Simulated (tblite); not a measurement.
Species: C5H3S (doublet state).
SMILES with atom numbers: `[CH2:1]=[C:2]1[C:3]=[CH:4][C:5]1=[S:6]` (hydrogens: H7, H8 on C1; H9 on C4)

Geometry (GFN2-xTB, Å), atoms numbered from 1 in this order:
```xyz
9
C5H3S angstrom
C      1.7389   -0.1422   -0.0647
C      0.4265   -0.2496   -0.0291
C     -0.6108   -1.3188   -0.0508
C     -1.6609   -0.4771    0.0211
C     -0.7304    0.6636    0.0542
S     -1.0105    2.2554    0.1544
H      2.2116    0.8255   -0.0300
H      2.3770   -1.0062   -0.1294
H     -2.7278   -0.5446    0.0492
```

Level: GFN2-xTB in tblite, geometry and Hessian alike; calculated harmonic values, unscaled, isolated species. The method is semi-empirical: single wavenumbers can be off by several per cent or more. Open shells enter through the occupations alone, without spin polarisation, and single modes of such species can be off by tens of per cent. The optimisation stopped once no atom felt more than 0.01 eV/Å.

Lowest wavenumbers of the output (negative numbers stand for imaginary wavenumbers):
```
mode    cm-1
  1    -140.0
  2     176.3
  3     239.5
  4     370.7
  5     551.1
  6     591.8
  7     684.4
  8     719.6
  9     794.1
 10     863.8
 11     891.2
 12     945.5
 13    1040.0
 14    1091.7
 15    1267.3
```

Problem. Is this structure a minimum?

Solution. No. 1 mode is imaginary beyond 20i (140i cm⁻¹), so at this level the point lies at or near a first-order saddle.

Problem. Which atoms move in the imaginary mode?

Solution. 140i: C3 (carbon bonded to 2 C) 45 %, C4 (carbon bonded to 2 C and H) 19 %, C5 (carbon bonded to 2 C and S) 17 %. These are shares of the mass-weighted motion.

Problem. What is the remedy?

Solution. Step along that mode in both directions, optimise again with tighter thresholds and repeat the frequencies. The zero-point energy of this point (34.7 kcal/mol) counts the 20 real modes alone, and thermal corrections from it aren't those of a minimum.

The run took 0.17 s on an Arm Neoverse V2 with one thread (shared host). This covers the Hessian and the dipole derivatives.
